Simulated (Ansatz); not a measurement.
Rock-salt BaO was calculated with G0W0@HSE06 (hard PAW, contour deformation; Ansatz, a quantum-chemistry and plane-wave program).

The same calculation (at the measured cell, 21.254 Å³/atom) with different numerical settings; throughout: k mesh 2×2×2:

```csv
run,response cutoff (eV),empty bands,quasiparticle gap on the mesh (eV),quasiparticle gap at Γ (eV),rough time
1,100,177,3.314,5.477,40 core-s
2,150,326,3.475,5.634,70 core-s
3,200,502,3.582,5.720,2 core-min
4,250,701,3.660,5.777,4 core-min
5,300,921,3.707,5.807,7 core-min
6,400,1419,3.767,5.836,30 core-min
7,500,1983,(withheld),(withheld),30 core-min
```

**Question.** Some entries are withheld; supply them.

**Answer.** 
- 7, quasiparticle gap on the mesh (eV): 3.800
- 7, quasiparticle gap at Γ (eV): 5.847

In the column quasiparticle gap on the mesh (eV) the first row differs from the last by -0.486 and the next to last by -0.033.

The last row is no converged limit: other settings stay fixed.

Spin–orbit coupling is not included.

Note: GW on a hybrid start was not checked against another program.
